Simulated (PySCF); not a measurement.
**Gas-phase thermal properties of CH₄**

Computed with PySCF (xtb for GFN2) and rigid-rotor harmonic-oscillator thermochemistry at 1 bar. 'Table' is the NASA 1993 thermochemical table (part measured, part estimated). 6-31G* has spherical d functions here. All species are closed-shell singlets. B3LYP is the form with VWN-RPA correlation. The harmonic model lacks anharmonicity and excited electronic states, which grow with temperature; levels with a mode under 35 cm⁻¹ are left out.

```csv
level,point group,σ,ZPE (kJ/mol),S°298 (J/mol/K),Cp298 (J/mol/K),S°1000 (J/mol/K),H1000 − H298 (kJ/mol)
table,-,-,-,186.4,35.7,248.3,38.7
B3LYP/6-31G*,Td,12,118.7,186.2,35.2,245.9,37.1
GFN2-xTB,Td,12,117.7,185.9,35.2,245.8,37.3
HF/6-31G*,Td,12,125.4,185.9,34.5,243.2,35.7
PBE/def2-SVP,Td,12,114.0,186.7,36.0,248.7,38.6
PBE0/def2-TZVP,Td,12,117.5,186.2,35.5,246.7,37.7
```
σ: rotational symmetry number. Electronic degeneracy used: 1. Frequencies are unscaled.
